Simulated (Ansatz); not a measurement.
# AlH4 (doublet): wave-function methods side by side at a displaced geometry (v1), 6-31G

An exercise on one series of results from a longer session: the logs are not shown, and one member is left open.

Computed with Ansatz 0.2.0, Gaussian basis. Level: 6-31G, core rule «outside noble gas», up to 5 orbitals frozen.

The runs, in order: UHF; CCSD(T) on ROHF; CCSD(T) on UHF; BCCD(T) on ROHF; CISD; CCSDT(Q) on ROHF; CCSDT(Q) on UHF; CISDTQ; CCSDTQ on ROHF; CCSDTQ on UHF; Full CI.

30 further runs of the same task are left out: 12 for a known fault of the program, 6 that didn't finish, 12 set aside as unsound or not needed.

## The system

The geometry is a PBE0/def2-TZVP stationary point (not a proven minimum) with its atoms shifted at random (size 0.040 Å).

5 atoms, charge 0, spin multiplicity 2.

Atoms are counted from 1 here; the program's logs count them from 0.

Bond lengths: Al1–H4 1.552 Å, Al1–H5 1.557 Å, H2–H3 0.723 Å. Angles: H4–Al1–H5 124.2°.

Geometry (Å):

```xyz
5
charge 0, multiplicity 2
Al   -0.0564    0.0000   -0.1274
H     0.4514   -0.0145    1.9800
H    -0.2664    0.0341    1.9080
H     0.6811    1.3635   -0.2074
H     0.6431   -1.3837   -0.2694
```

The first run:

in.yaml

```yaml
crystal:
  periodic: [false, false, false]
  atoms:
    - {symbol: Al, position_ang: [-0.056377, 0.000020, -0.127427]}
    - {symbol: H, position_ang: [0.451379, -0.014468, 1.979960]}
    - {symbol: H, position_ang: [-0.266445, 0.034134, 1.907963]}
    - {symbol: H, position_ang: [0.681145, 1.363536, -0.207420]}
    - {symbol: H, position_ang: [0.643072, -1.383724, -0.269403]}
basis:
  gaussian: {orbitals: 6-31G}
magnetization: {spin_polarized: true, initial_magnetization: 1}
hamiltonian: {xc: hf}
output: {orbitals: {seedname: orbitals}}
```

The run is started by

```
ansatz run in.yaml --threads 1 --pin off --events-out ev --progress --plain --max-ram 2393MiB
```

Among the steps run: UHF; CCSD(T) on ROHF; CCSD(T) on UHF; BCCD(T) on ROHF; CISD; CCSDT(Q) on ROHF; CCSDT(Q) on UHF; CISDTQ; CCSDTQ on ROHF; CCSDTQ on UHF; Full CI.

One of the session's tables, all rows but one given; the rest of the session is left out.

| method | from FCI (meV) |
| --- | --- |
| ROHF | +1910.3 |
| UHF | +1900.6 |
| RMP2 | +586.1 |
| UMP2 | +583.4 |
| CISD | +80.3 |
| RCCSD | +25.5 |
| UCCSD | +25.4 |
| RCCSD(T) | +8.7 |
| UCCSD(T) | +8.6 |
| BCCD(T) | +8.6 |
| RCCSDT | +0.4 |
| UCCSDT | ? |
| CISDTQ | +1.4 |
| RCCSDT(Q) | +0.1 |
| UCCSDT(Q) | 0.0 |
| RCCSDTQ | 0.0 |
| UCCSDTQ | -0.1 |
| FCI | 0 |

**Question.** Estimate the row for UCCSDT.

**Answer.** from FCI (meV): +0.3. In the column «from FCI (meV)» it lies between RCCSDT(Q) (+0.1) and RCCSDT (+0.4).

Among the levels timed on like hardware and quicker than the yardstick, those that no quicker one beats, quickest first: CISD (0.18 s, +80.3 meV); UCCSD(T) (0.24 s, +8.6 meV); BCCD(T) (0.27 s, +8.6 meV); UCCSDT(Q) (0.63 s, 0.0 meV). Runs this short are mostly start-up, so their order is noise.

Limits of these values: The yardstick is full CI for this spin, exact in this basis with these frozen cores. Levels on UHF freeze UHF's core orbitals, full CI those of ROHF, so the U rows can settle a little off it for that reason alone. Restricted and unrestricted rows rest on different reference determinants; where their highest levels disagree by more than a few hundredths of an eV, they describe different states and don't form one ladder.
